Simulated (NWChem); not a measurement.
**One shape, several levels: CH2FN (SMILES [H]/N=C/F)**

We compute a comparison of 5 runs (HF/STO-3G, M06-2X/3-21G, wB97X/STO-3G, PBE0/def2-SVP, MP2/def2-SVPD) of CH2FN. 

The calculation is run with NWChem 7.3.0.

### Step 1. The structure to begin with

CH2FN has 5 atoms, charge 0, and is taken as a singlet. SMILES: `[H]/N=C/F`. Geometry: relaxed at PBE0-D4/def2-TZVP.

Bond lengths: N1–C2 1.242 Å, C2–F3 1.328 Å, N1–H4 1.016 Å, C2–H5 1.092 Å. Angles: N1–C2–F3 120.0°, N1–C2–H5 129.8°, F3–C2–H5 110.2°, C2–N1–H4 110.6°.

### Step 2. Energy and gradient at HF/STO-3G (run 1)

The input, ch2fn.nw:

```
start ch2fn
memory total 2200 mb

geometry units angstrom noautosym nocenter noautoz
  N       -0.719900      -0.454400      -0.439800
  C        0.296500      -0.034500       0.137300
  F        1.242400      -0.884800       0.520800
  H       -1.343900       0.314100      -0.667300
  H        0.574800       0.986000       0.407600
end

basis "ao basis" spherical bse
  * library STO-3G
end

scf
  thresh 1e-08
  maxiter 80
  noprint "final vectors analysis"
end

task scf gradient
```

Started as:

```
nwchem ch2fn.nw > ch2fn.out
```

The log of the run:

```text
[...]
  functions       =    17
[...]
  wavefunction    = RHF
[...]
         Total SCF energy =   -190.286242939748
      One-electron energy =   -399.525938892763
      Two-electron energy =    140.682121996458
 Nuclear repulsion energy =     68.557573956557
        Time for solution =      0.2s
[...]
                         RHF ENERGY GRADIENTS
    atom               coordinates                        gradient
                 x          y          z           x          y          z
   1 N      -1.360414  -0.858691  -0.831101    0.029716   0.036378   0.019884
   2 C       0.560304  -0.065196   0.259459   -0.033525  -0.023533  -0.020262
   3 F       2.347796  -1.672030   0.984169   -0.018638   0.020150  -0.007139
   4 H      -2.539603   0.593563  -1.261014    0.017455  -0.021706   0.006317
   5 H       1.086214   1.863270   0.770252    0.004993  -0.011289   0.001200
[...]
```

Wall time 0.88 s (1 thread of Intel Xeon 6975P-C (Granite Rapids), shared host); peak memory 0.097 GiB.

### Step 3. Energy and gradient at M06-2X/3-21G (run 2)

The input, ch2fn.xyz:

```xyz
5
CH2FN
N     -0.719900    -0.454400    -0.439800
C      0.296500    -0.034500     0.137300
F      1.242400    -0.884800     0.520800
H     -1.343900     0.314100    -0.667300
H      0.574800     0.986000     0.407600
```

The input, run.py:

```python
from ase.io import read
from ase.calculators.nwchem import NWChem

system = read('ch2fn.xyz')

calc = NWChem(
    label='ch2fn',
    theory='dft',
    memory='2200 mb',
    basis='3-21G',
    basispar='spherical bse',
    dft={'xc': 'm06-2x', 'mult': '1', 'grid': 'xfine', 'convergence': 'energy 1e-08', 'iterations': '100', 'mulliken': None, 'print': 'low'},
)
system.calc = calc

forces = system.get_forces()
e = system.get_potential_energy()
print(f"E = {e:.6f} eV")
print("forces (eV/A):")
for s, f in zip(system.symbols, forces):
    print(f"{s:2s} {f[0]:10.5f} {f[1]:10.5f} {f[2]:10.5f}")
```

Started as:

```
export ASE_NWCHEM_COMMAND="nwchem PREFIX.nwi > PREFIX.nwo"
python run.py
```

The log of the run:

```text
E = -5244.133036 eV
forces (eV/A):
N    -0.43071   -0.14460   -0.24179
C    -0.05898    1.06613    0.10295
F     1.31959   -1.07688    0.54857
H    -0.72546    0.24616   -0.34371
H    -0.10439   -0.09076   -0.06597
```

The calculator wrote ch2fn.nwi:

```
title "ch2fn"

permanent_dir ch2fn

scratch_dir ch2fn

start ch2fn

geometry units angstrom nocenter noautosym noautoz
  N  -7.1989999999999998e-01 -4.5440000000000003e-01 -4.3980000000000002e-01
  C  2.9649999999999999e-01 -3.4500000000000003e-02 1.3730000000000001e-01
  F  1.2423999999999999e+00 -8.8480000000000003e-01 5.2080000000000004e-01
  H  -1.3439000000000001e+00 3.1409999999999999e-01 -6.6730000000000000e-01
  H  5.7479999999999998e-01 9.8599999999999999e-01 4.0760000000000002e-01
end

memory 2200 mb

basis spherical bse noprint
   * library 3-21G
end

dft
  xc m06-2x
  mult 1
  grid xfine
  convergence energy 1e-08
  iterations 100
  mulliken
  print low
end

task dft gradient
```

ch2fn.nwo:

```text
Northwest Computational Chemistry Package (NWChem) 7.3.0
             --------------------------------------------------------

           Job information
           ---------------

    nwchem branch   = 7.3.0
    use scalapack   = T
    input           = ch2fn.nwi
    prefix          = ch2fn.
    data base       = ch2fn/ch2fn.db
    status          = startup
    nproc           =        1

           Memory information
           ------------------

[... 5 lines left out ...]
    hardfail = no
[... 39 lines left out ...]
            Nuclear Dipole moment (a.u.)
[... 80 lines left out ...]
         Total DFT energy =     -192.718336026706
[... 1 line left out ...]
           Coulomb energy =      162.133679405553
[... 1 line left out ...]
 Nuclear repulsion energy =       68.557573956557
[... 29 lines left out ...]
                         DFT ENERGY GRADIENTS

    atom               coordinates                        gradient
                 x          y          z           x          y          z
   1 N      -1.360414  -0.858691  -0.831101    0.008376   0.002812   0.004702
   2 C       0.560304  -0.065196   0.259459    0.001147  -0.020733  -0.002002
   3 F       2.347796  -1.672030   0.984169   -0.025662   0.020942  -0.010668
   4 H      -2.539603   0.593563  -1.261014    0.014108  -0.004787   0.006684
   5 H       1.086214   1.863270   0.770252    0.002030   0.001765   0.001283

 Task  times  cpu:        5.6s     wall:        5.6s
 Total times  cpu:        5.6s     wall:        5.6s
```

It took 6.6 s on 1 thread of Intel Xeon 6975P-C (Granite Rapids), shared host; peak memory 0.12 GiB.

Runs 3 to 4 aren't shown in full; the table further down has their settings and results.

### Step 4. Energy and gradient at MP2/def2-SVPD (run 5)

The input, sp.xyz:

```xyz
5
CH2FN
N     -0.719900    -0.454400    -0.439800
C      0.296500    -0.034500     0.137300
F      1.242400    -0.884800     0.520800
H     -1.343900     0.314100    -0.667300
H      0.574800     0.986000     0.407600
```

The input, sp.nw:

```
start sp
title "CH2FN"
memory 2200 mb
charge 0

geometry units angstroms noautosym nocenter noautoz
  load format xyz sp.xyz
end

basis spherical bse
  * library def2-SVPD
end

scf
  thresh 1e-08
  maxiter 80
  print low
end

mp2
  freeze core 3
  tight
end

task mp2 gradient
```

Started as:

```
nwchem sp.nw > sp.out
```

The log of the run:

```text
[...]
  functions       =    79
[...]
  wavefunction    = RHF
[...]
         Total SCF energy =   -192.758698908500
      One-electron energy =   -400.970979090401
      Two-electron energy =    139.654706225344
 Nuclear repulsion energy =     68.557573956557
        Time for solution =      4.4s
[...]
          Total MP2 energy          -193.259454555587
[...]
                         mp2 ENERGY GRADIENTS
    atom               coordinates                        gradient
                 x          y          z           x          y          z
   1 N      -1.360414  -0.858691  -0.831101    0.018902   0.009496   0.010965
   2 C       0.560304  -0.065196   0.259459   -0.012163  -0.011482  -0.007727
   3 F       2.347796  -1.672030   0.984169   -0.009600   0.008328  -0.003930
   4 H      -2.539603   0.593563  -1.261014    0.003014  -0.002429   0.001244
   5 H       1.086214   1.863270   0.770252   -0.000153  -0.003914  -0.000550
[...]
```

It took 13 s on 1 thread of Intel Xeon 6975P-C (Granite Rapids), shared host; peak memory 0.2 GiB.

### Step 5. All runs side by side

| run | level | iteration cap | module | energy (Eh) | dipole moment (D) | largest force (eV/Å) | wall time |
| --- | --- | --- | --- | --- | --- | --- | --- |
| 1 | HF/STO-3G | 80 | scf | -190.286243 | 2.44 | 2.623 | 0.88 s |
| 2 | M06-2X/3-21G | 100 | dft | -192.718336 | – | 1.789 | 6.6 s |
| 3 | wB97X/STO-3G | 100 | dft | -191.173426 | – | 4.849 | 7.2 s |
| 4 | PBE0/def2-SVP | 100 | dft | -193.527474 | 2.80 | 0.570 | 8.7 s |
| 5 | MP2/def2-SVPD | 80 | mp2 | -193.259455 | 2.84 | 1.225 | 13 s |

### Step 6. Outcome

| quantity | value |
| --- | --- |
| run 5: total energy | -193.25945 Eh |
| run 5: dipole moment (of the density that the program reports) | 2.84 D |
| run 5: correlation energy (3 core orbitals frozen) | -500.8 mEh |
| run 5: largest force on an atom | 1.225 eV/Å |

What this shows: Over runs 1, 4, 5 the dipole moment (its size) runs from 2.44 D (HF/STO-3G) to 2.84 D (MP2/def2-SVPD). The two ends differ in method and basis. Totals of different functionals can't be ranked against each other. In runs 1, 3 the basis is minimal, so the values are rough. All runs together took 36 s, the longest 13 s.
